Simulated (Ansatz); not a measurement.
`C#C/C=C/C` + `c1cscn1` → `Cc1cncs1` + `C#CC=C` at 298.15 K and 1 bar (formal exchange of groups at a C–C bond).

Gas-phase electronic energies from Ansatz, PBE0-D4/def2-TZVP geometries. CCSD(T)/CBS adds triple-zeta CCSD(T) − MP2 to the extrapolated MP2 energy (def2 sets, frozen cores).

```csv
species,CCSD(T)/CBS energy (Eh),H − E (kJ/mol),S (J/(mol·K))
`C#C/C=C/C`,-193.78897,252.7,310.3
`c1cscn1`,-568.42044,158.6,280.9
`Cc1cncs1`,-607.68541,236.2,316.0
`C#CC=C`,-154.52327,175.1,276.9
```

H − E and S are ideal-gas, rigid-rotor, harmonic terms from PBE0-D4/def2-TZVP. 1 Eh = 2625.50 kJ/mol, R = 8.31446 J/(mol·K).

Task: By hand: ΔE, ΔH, ΔS and ΔG.

Result: ΔE = (-607.68541) + (-154.52327) − (-193.78897) − (-568.42044) = 0.00073 Eh = 1.9 kJ/mol. Δ(H − E) = 236.2 + 175.1 − 252.7 − 158.6 = 0.0, so ΔH = 1.9 kJ/mol. ΔS = 316.0 + 276.9 − 310.3 − 280.9 = 1.7 J/(mol·K). ΔG = 1.9 − 298.15 × (1.7)/1000 = 1.4 kJ/mol.

Task: By hand: the equilibrium constant, and the temperature at which ΔG would vanish if ΔH and ΔS stayed fixed.

Result: log₁₀ K = −ΔG/(RT ln 10) = -0.2. ΔG = 0 at ΔH/ΔS = 1118 K, though so small a ΔH makes that figure unsure.

The number of gas molecules stays the same, so ΔS is small and ΔH decides. The sign of ΔG lies within the doubt. A doubt of 5 kJ/mol in ΔE shifts log₁₀ K by 0.9 here. These are equilibria of isolated gas molecules and say nothing of rates. Largest T1 diagnostic: 0.015 (customary marks: 0.02 for closed shells, 0.045 for open ones).
